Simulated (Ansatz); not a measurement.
A nudged elastic band was laid between two geometries of CH3F + H2N (8 atoms, charge 0, multiplicity 2).

These are results of UKS r2SCANh/def2-SVP (Ansatz), not measurements.

```json
{
 "movable images": "7",
 "climbing image": "yes",
 "spring": "5.0 eV/Å²",
 "optimiser": "quadratic models (default)",
 "start path": "through a guess of the saddle point",
 "force threshold": "0.03 eV/Å",
 "iteration limit": "60",
 "end points": "relaxed"
}
```

First end point:

```xyz
8
Properties=species:S:1:pos:R:3
H -0.422 -0.702 0.625
C -1.263 -0.289 0.052
F -0.775 0.618 -0.867
N 1.992 0.115 0.280
H -1.790 -1.095 -0.480
H -1.963 0.222 0.729
H 1.332 0.568 -0.373
H 2.888 0.563 0.034
```

Last end point:

```xyz
8
Properties=species:S:1:pos:R:3
H 0.905 0.698 -0.262
C -1.700 -0.273 0.039
F -1.393 0.994 -0.269
N 1.503 -0.096 -0.036
H -0.834 -0.910 0.228
H -2.703 -0.410 0.445
H 2.100 -0.232 -0.850
H 2.122 0.227 0.706
```

**Question.** Which bonds break or form, and what moves?

**Answer.** Bonds broken: H1–C2. Bonds formed: H1–N4. CH3F + H2N becomes CH2F + H3N.

**Question.** What energy profile does the band end with?

**Answer.** The run converged. The highest image is number 3 of 0 to 8, 39.1 kJ/mol above the first end and 68.4 kJ/mol above the last; the last end lies 29.3 kJ/mol below the first. The profile has 2 maxima (images 3, 6) with wells between them (image 4): this band takes more than one step, which may be the mechanism or a detour left from its start path. A vibrational analysis at the climbing image gives one clearly imaginary mode, 1559i cm⁻¹: a first-order saddle point.

```csv
image,path coordinate (Å),energy (kJ/mol),H1–C2 (Å),H1–N4 (Å)
0,0.00,0.0,1.10,2.57
1,0.90,1.8,1.10,2.49
2,1.80,5.8,1.10,2.15
3,2.69,39.1,1.30,1.30
4,3.94,-19.7,2.65,1.02
5,5.19,-19.0,2.87,1.02
6,6.43,-18.2,2.94,1.02
7,7.68,-24.1,2.80,1.02
8,8.93,-29.3,2.80,1.02
```

**Question.** What is the geometry of the highest image?

**Answer.** 
```xyz
8
Properties=species:S:1:pos:R:3
H 0.256 -0.312 0.207
C -1.018 -0.161 0.018
F -1.223 0.954 -0.725
N 1.545 -0.162 0.203
H -1.338 -1.065 -0.520
H -1.464 -0.063 1.018
H 1.656 0.026 -0.803
H 1.586 0.784 0.602
```

The band took 21 iterations and roughly 17 core-minutes.

Time of the run: 8.5 min on 2 threads of Arm Neoverse N1, with other jobs on the host, peak memory 0.19 GiB.
